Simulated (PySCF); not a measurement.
Ligands exchanged one at a time, Al H-F. Isolated molecules, 0 K electronic values unless said otherwise. Strings in code marks are SMILES.

The vertical ionisation energy (Delta-SCF) from two functionals at the same geometries (CAM-B3LYP-D3(BJ)/def2-TZVP), both in PySCF: PBE-D3(BJ)/def2-TZVP and CAM-B3LYP-D3(BJ)/def2-TZVP. Delta-SCF ions had no search for a lower state. 

```tsv
species	PBE-D3(BJ)/def2-TZVP (eV)	CAM-B3LYP-D3(BJ)/def2-TZVP (eV)
1 of 3 H replaced by F	11.13	11.64
2 of 3 H replaced by F (`[F][AlH][F]`)	12.54	13.23
3 of 3 H replaced by F (`[F][Al]([F])[F]`)	13.53	14.83
```

Over these rows, drawn at random from the members with no instability flagged (it was tested for open shells, ions and some series alone), PBE minus CAM-B3LYP-D3(BJ): mean -0.83 eV, from -1.29 eV to -0.50 eV.
